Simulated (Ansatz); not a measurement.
This geometry of CH₆Si (8 atoms, charge 0, multiplicity 1) is a first-order saddle point.

The calculation used RKS PBE0-D4/def2-SVP (Ansatz 0.2.0).

```xyz
8
Properties=species:S:1:pos:R:3
Si 0.128 0.166 -0.510
H 0.703 -0.193 1.025
H 1.456 -0.005 0.266
H -0.628 1.182 0.295
C -0.817 -1.486 -0.612
H -1.541 -1.639 0.199
H -1.355 -1.525 -1.572
H -0.099 -2.321 -0.613
```

(1) Which two structures does it join? (They come from a converged band through this point; their orientation in space is the band's.)

(2) How far does it lie above each of them?

Results:

(1) Bonds formed: H2–H3. CH6Si becomes CH4Si + H2.

Initial state:

```xyz
8
Properties=species:S:1:pos:R:3
Si 0.179 -0.033 0.135
H 0.574 -0.276 1.557
H 1.423 0.214 -0.659
H -0.659 1.205 0.087
C -0.769 -1.502 -0.553
H -1.671 -1.702 0.046
H -1.083 -1.315 -1.591
H -0.146 -2.410 -0.543
```

Final state:

```xyz
8
Properties=species:S:1:pos:R:3
Si 0.260 0.145 -0.754
H 0.621 -0.041 1.090
H 1.326 -0.078 0.668
H -0.652 1.062 0.062
C -0.753 -1.482 -0.621
H -1.263 -1.685 0.331
H -1.541 -1.383 -1.391
H -0.151 -2.358 -0.906
```

(2) 255.1 kJ/mol above the first and 16.6 kJ/mol above the second. This is the barrier of this one path; another mechanism may lie lower.

The run took 89 s on 1 thread of Intel(R) Xeon(R) 6975P-C (Granite Rapids), on a shared host, peak memory 0.12 GiB.
